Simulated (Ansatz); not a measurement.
# AlHO (singlet): from Hartree-Fock to the top rungs, cc-pVTZ

Aim: climb from Hartree-Fock through coupled cluster for AlHO (singlet) at one geometry and basis, and see what each rung misses.

Computed with Ansatz 0.2.0, Gaussian basis. Level: cc-pVTZ, core rule «outside noble gas», up to 6 orbitals frozen.

To be run: UHF; CCSD(T) on RHF; BCCD(T) on RHF; CCSDT(Q) on RHF.

7 further runs of the same task are left out: 3 for a known fault of the program, 1 that didn't finish, 3 set aside as unsound or not needed.

## (1) The geometry

The geometry is a PBE0/def2-TZVP stationary point (not a proven minimum).

3 atoms, charge 0, spin multiplicity 1.

Atoms are counted from 1 here; the program's logs count them from 0.

Bond lengths: Al1–O2 1.674 Å, O2–H3 0.950 Å. Angles: Al1–O2–H3 180.0°.

## (2) UHF

in.yaml reads:

```yaml
crystal:
  periodic: [false, false, false]
  atoms:
    - {symbol: Al, position_ang: [0.000000, 0.000000, 1.432992]}
    - {symbol: O, position_ang: [0.000000, 0.000000, -0.241478]}
    - {symbol: H, position_ang: [0.000000, 0.000000, -1.191514]}
basis:
  gaussian: {orbitals: cc-pVTZ}
magnetization: {spin_polarized: true, initial_magnetization: 0}
hamiltonian: {xc: hf}
output: {orbitals: {seedname: orbitals}}
```

Command:

```sh
$ ansatz run in.yaml --threads 1 --pin off --events-out ev --progress --plain --max-ram 2393MiB
```

Further steps of the session: CCSD(T) on RHF; BCCD(T) on RHF; CCSDT(Q) on RHF.

Before running them: what should the planned runs give, taken together? Wanted: RCCSDT(Q) below the RHF energy; RMP2 from RCCSDT(Q); RCCSD from RCCSDT(Q); RCCSD(T) from RCCSDT(Q); T1 diagnostic.

As calculated:

| quantity | value |
| --- | --- |
| RCCSDT(Q) below the RHF energy | -8.8660 eV |
| RMP2 from RCCSDT(Q) | +14.60 kcal/mol |
| RCCSD from RCCSDT(Q) | +7.44 kcal/mol |
| RCCSD(T) from RCCSDT(Q) | +0.53 kcal/mol |
| levels within 1 kcal/mol (43 meV) | RCCSD(T), BCCD(T), RCCSDT |
| T1 diagnostic | 0.016 |

What this shows: RCCSD(T) lands +0.53 kcal/mol from the yardstick (0.3 % of the correlation energy). These misses are within one basis, not against nature.
